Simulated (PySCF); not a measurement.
Reading a saddle point

A first-order saddle point of SiNH8F, singlet, PBE0-D4/def2-TZVP, with one imaginary mode of 764i cm⁻¹:

Si1  (-0.449, 0.040, -1.006)
H2  (0.199, -1.500, -0.165)
H3  (0.440, -0.471, -2.077)
H4  (-0.835, 1.394, -1.568)
H5  (-1.769, -0.577, -0.753)
H6  (0.328, 0.137, 1.315)
N7  (0.372, 0.840, 0.491)
H8  (0.199, -1.467, 0.802)
F9  (0.234, -1.148, 1.955)
H10  (-0.070, 1.728, 0.710)
H11  (1.352, 1.026, 0.295)
(Å)

Computed with PySCF 2.14 with density fitting (its default auxiliary sets; JK sets also for MP2 and CCSD(T)) (basis: def2-TZVPP and def2-QZVPP); correlated methods freeze the cores. Extrapolation: Hartree–Fock as exp(−7.88 √X), correlation as X^−2.97.

Question: Which contacts change along the imaginary mode, and what lies on either side? (Judge from chemistry; the calculation decides.)

Answer: Computed: The step is SiH₄ + NH₃ + HF → SiNH₅ ([NH2][SiH3]) + HF + H₂, with the molecules in contact on both sides. Shortening one way: Si1–N7, H2–H8, H6–F9; lengthening the same way: Si1–H2, H6–N7, H8–F9.
```
  pair  one side (Å)  saddle (Å)  other side (Å)
Si1–N7          4.13        1.89            1.76
 H2–H8          3.48        0.97            0.75
 H6–F9          3.15        1.44            0.96
Si1–H2          1.48        1.87            4.23
 H6–N7          1.01        1.08            1.68
 H8–F9          0.97        1.20            2.49
```

Question: Which side is lower, and how far does the saddle lie above each? (An estimate is asked for; the value comes from the calculation.)

Answer: The calculation gives: The side with Si1–N7, H2–H8, H6–F9 short is lower by 1.10 kcal/mol; the saddle lies 38.53 kcal/mol above it and 37.43 kcal/mol above the other (CCSD(T) at an estimated basis limit (MP2 extrapolated from triple and quadruple zeta, plus CCSD(T) − MP2 in triple zeta); electronic energies).

T1 diagnostic: at most 0.012. The start structure is not quite a true minimum (one mode of 30i cm⁻¹).

Labels in which every atom is bracketed show which atoms are joined, not bond orders.

For scale, one of the runs: CCSD(T)/def2-TZVPP, 216 basis functions, launched by `OMP_NUM_THREADS=4 python run.py`. The run took 8.1 min on 4 CPU threads of an Arm Neoverse V2 (shared host), with 3.2 GiB of host memory at its peak.
